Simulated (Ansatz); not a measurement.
Ansatz (a program for electronic structure) input for chloromethane (CH3Cl), SMILES CCl, CAM-B3LYP/def2-TZVPD. The structure is a stationary point at B3LYP-D3(BJ)/def2-TZVP.

Ansatz 0.2 input:
```yaml
crystal:
  periodic: [false, false, false]
  atoms:
    - {symbol: C, position_ang: [-0.00000000, 0.00000000, -1.13382912]}
    - {symbol: Cl, position_ang: [0.00000000, -0.00000000, 0.66057404]}
    - {symbol: H, position_ang: [0.89248923, 0.51527890, -1.47559468]}
    - {symbol: H, position_ang: [0.00000000, -1.03055779, -1.47559468]}
    - {symbol: H, position_ang: [-0.89248923, 0.51527889, -1.47559468]}
basis:
  gaussian:
    orbitals: def2-TZVPD
hamiltonian:
  xc: {name: CAM-B3LYP}
```

Program output:

```
WARN ansatz: RAYON_NUM_THREADS=1 ignored (pool sized by the plan → 1); use --threads N
Functional definition: CAM-B3LYP
integrals: 0.03 GiB planned
623 factors; their error is unknown
integrals: 0.06 GiB planned
250 factors; integrals over basis functions are off by at most 4.0e-5 eV
mean field: 0.34 GiB planned
mean field evaluation 1: about -13607.5346 eV, gradient 2.8e1 eV
mean field evaluation 2: about -13607.8546 eV, gradient 2.4e1 eV
mean field evaluation 4: about -13609.1673 eV, gradient 5.2e-1 eV
mean field evaluation 8: about -13609.1748 eV, gradient 3.1e-1 eV
mean field evaluation 16: about -13609.1750 eV, gradient 1.7e-5 eV
mean field -13609.17497696 eV, -500.1279557730 hartree, gradient 1.7e-5 eV, S^2 0.000000; 0 other end points of the search recorded, 0 dependent functions left out
reference -13609.17508896 eV, -500.1279598889 hartree; 13, 13 occupied and 97, 97 virtual orbitals, 623 factors
Total energy: -13609.17508896 eV, -500.1279598889 hartree
```

The run converged.

Cost: roughly 0.9 core-seconds.
